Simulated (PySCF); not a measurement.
## Ionisation energy of Al by level of theory

Al [Ne] 3s2 3p1 (2P) → Al+ [Ne] 3s2 (1S), as a difference of total energies. Computed with PySCF 2.14 in aug-cc-pwCVQZ (10s9p7d5f3g, 134 functions), with the non-relativistic Hamiltonian (point nucleus). Correlated levels: valence: [Ne] frozen; valence and next inner shell: 1s2 frozen; nothing frozen. The calculations carry no spin-orbit coupling.

| method | ionisation energy (eV) |
| --- | --- |
| UHF | 5.609 |
| LDA | 6.036 |
| PBE | 6.079 |
| PBE0 | 6.098 |
| r2SCAN | 6.180 |
| B97-3 | 5.935 |
| LC-wPBE | 6.195 |
| r2SCAN0 | 6.172 |
| MP2 (valence) | 5.856 |
| SCS-MP2 (valence) | 5.843 |
| MP2 (valence and next inner shell) | 5.842 |
| SCS-MP2 (valence and next inner shell) | 5.832 |
| MP2 (all electrons) | 5.844 |
| SCS-MP2 (all electrons) | 5.833 |

Q: How much does correlation contribute at MP2 (all electrons)?

A: 5.844 − (5.609) = 0.235 eV, measured against UHF.

A first-order spin-orbit estimate (lowest level to lowest level, LS coupling) adds 0.008 eV.

For comparison: 5.986 eV (measured; NIST Atomic Spectra Database, ionization energies).
